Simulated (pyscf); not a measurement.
`[OH][B]([F])[F]` + `[H]` [doublet] → `[O][B]([F])[F]` [doublet] + `[H][H]` (hydrogen abstraction; doublet surface; H–O broken, H–H formed). PySCF, gas phase, ωB97X-D3(BJ)/def2-SVP geometries. Rate constants from transition-state theory, ωB97M-D3(BJ)/def2-TZVP energies (ideal gas, 1 atm, RRHO with modes under 100 cm⁻¹ raised to 100, one conformer, R ln 2 for chiral ones without a mode under 150 cm⁻¹; no tunnelling), k in cm³ molecule⁻¹ s⁻¹.

```json
[
 {"T (K)": "298", "1000/T": "3.354", "log10 k": "-25.22"},
 {"T (K)": "600", "1000/T": "1.667", "log10 k": "-17.65"},
 {"T (K)": "900", "1000/T": "1.111", "log10 k": "?"},
 {"T (K)": "1200", "1000/T": "0.833", "log10 k": "-13.66"}
]
```

Problem. Fit an Arrhenius line to the three values, give the activation energy, and predict k at 900 K.

Solution. Least squares gives log10 k = -9.92 − 4.57 × 1000/T, so Ea = 4.57 × ln 10 × 1.987 = 20.9 kcal/mol, against an electronic barrier of 21.2. At 900 K the line gives -15.00; the computed value is -15.03 (ΔG‡ = 38.7 kcal/mol), close to the line. This is the saddle that the search found; another between the same sides may lie lower. The angle at the transferred H is 161°.
